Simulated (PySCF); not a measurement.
Formic acid, CH2O2, SMILES O=CO at its B3LYP/def2-SVP optimised geometry (Å):

```
5

O      0.2664    -1.1153     0.0000
C     -0.1310     0.1645     0.0000
O      0.5996     1.1153    -0.0003
H      1.2412    -1.1153     0.0000
H     -1.2412     0.2088     0.0003
```

Method: B3LYP/def2-TZVP (PySCF). Cells within 0.4 Å of a nucleus heavier than hydrogen are left out (blank, or x).

Map of the log10 of the electron density (e/bohr³), floored at −4 on the plane z = 0.0 Å:

```
|0000000000000000000000000000000|
|0000000000000000000000000000000|
|0000000000000011111110000000000|
|0000000000001122233221100000000|
|0000000000012233444332210000000|
|0000000000122344555544321000000|
|0000000001123455666655432100000|
|0000000011234566787765542100000|
|0000001122334567899876543210000|
|00000122334456789xx987653210000|
|0000122344556679xxxx97654210000|
|00001234556667899xxx97654310000|
|0001234567777889999987654210000|
|00012345688888xx998876543210000|
|0001234678989xxxx88765543210000|
|0001234578888xxxx87665433210000|
|0001234567788889887665443210000|
|0001223456677889988766543210000|
|0000123445566789998877653210000|
|000001233445679xxx9988654310000|
|000000122345689xxx9998754320000|
|000000012345679xxx9887654210000|
|0000000012346789998776543210000|
|0000000012345677877665433210000|
|0000000001234566666544332100000|
|0000000001223445554433221000000|
|0000000000122334443322110000000|
|0000000000011222222211000000000|
|0000000000000111111100000000000|
|0000000000000000000000000000000|
|0000000000000000000000000000000|
```
Scale: ten equal steps from -4.00 (start of '0') to -0.143 (end of '9'), in the order '0123456789'; x runs from -3.50 to 3.50, y from -3.50 (bottom) to 3.50 (top).
